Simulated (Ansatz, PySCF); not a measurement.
System: vinyl fluoride, C$_{2}$H$_{3}$F, charge 0, multiplicity 1. SMILES: C=CF
Coordinates optimised at B3LYP-D3(BJ)/def2-TZVP (Ansatz, an electronic-structure program):
```
C
C 1 1.3174
F 1 1.3475 2 122.16
H 2 1.0798 1 119.40 3 180.00
H 2 1.0810 4 119.01 1 180.00
H 1 1.0823 2 126.09 4 0.00
```
Charge 0, spin multiplicity 1.

B3LYP/6-31G* beside other levels, property by property. Conventions: dispersion terms only where a functional's name holds one; open shells spin-unrestricted; valence correlation only; 6-311+G** with 5d; LANL2DZ all-electron up to Ne; six Cartesian d functions in 6-31G* and its kin unless marked 5d; spin-orbit terms left out; atomisation electronic, to ground-state atoms; non-relativistic. Basis-set limits of correlation are two-point, X^-3; Hartree-Fock from the larger set. The bracket is a focal-point correction in the basis named. Ab initio and DFT rows: single points at B3LYP-D3(BJ) geometries (Ansatz), with unscaled harmonic terms from B3LYP/6-31G* at its own minima, enthalpies of formation by atomisation with measured atoms. Sets without +, aug- or the D of def2-TZVPD hold no diffuse functions, which anions need.

Measured values: Active Thermochemical Tables 1.112 (ions: stationary electron), as tabulated in the package chemicals; Active Thermochemical Tables 1.112 (ions: stationary electron), as tabulated in the package chemicals; G2/97 table in ASE (Curtiss et al.); NIST CCCBDB, as tabulated in the package chemicals; they hold spin-orbit and core effects, anharmonicity. Coupled cluster (Ansatz) is a level with limits of its own, used here on species with T1 under 0.025 (0.045 for open shells) and stable references: RI-MP2/CBS(aug-cc-pVTZ,aug-cc-pVQZ)+[CCSD(T)-MP2]/aug-cc-pVTZ.

```tsv
property	B3LYP/6-31G* (Ansatz)	B3LYP/LANL2DZ (Ansatz)	B3LYP/6-311+G** (Ansatz)	M06-2X/6-31G* (5d) (PySCF)	to compare with
size of the dipole moment (D)	1.25	1.84	1.57	1.35	1.43 measured
deprotonation enthalpy (C-H bond) at 298 K, to C=[C-]F + H+ (kcal/mol)	411.1	395.9	388.3	408.4	390.6 coupled cluster
deprotonation enthalpy (C-H bond) at 298 K, to [CH-]=CF + H+ (kcal/mol)	414.6	402.7	391.4	412.0	393.4 coupled cluster
C-F bond dissociation enthalpy at 298 K, to [CH]=C (C2H3) + F atom (kcal/mol)	123.9	108.4	119.0	126.3	124.6 measured
enthalpy of formation at 298 K (kcal/mol)	-32.2	-4.1	-27.4	-33.9	-34.1 measured
atomisation energy (kcal/mol)	571.4	543.3	566.6	573.1	572.8 coupled cluster
```

As the rows show:
- size of the dipole moment: B3LYP/6-31G* lies 0.18 D below the measured value.
- deprotonation enthalpy (C-H bond) at 298 K, to C=[C-]F + H+: B3LYP/6-31G* lies 20.5 kcal/mol above coupled cluster.
- deprotonation enthalpy (C-H bond) at 298 K, to [CH-]=CF + H+: B3LYP/6-31G* lies 21.2 kcal/mol above coupled cluster.
- C-F bond dissociation enthalpy at 298 K, to [CH]=C (C2H3) + F atom: B3LYP/6-31G* lies 0.7 kcal/mol below the measured value.
- enthalpy of formation at 298 K: B3LYP/6-31G* lies 1.9 kcal/mol above the measured value.
- atomisation energy: B3LYP/6-31G* lies 1.4 kcal/mol below coupled cluster.

The properties are those with a value to compare with, at most eight drawn at random. No case is left out for the size of its miss. Left out are saddle points of the reference geometry, anions that the best level run finds unbound, excited spin states, species near biochemistry, cases with under five habitual levels, runs that failed or whose electronic state is in doubt, and table entries that another table contradicts.
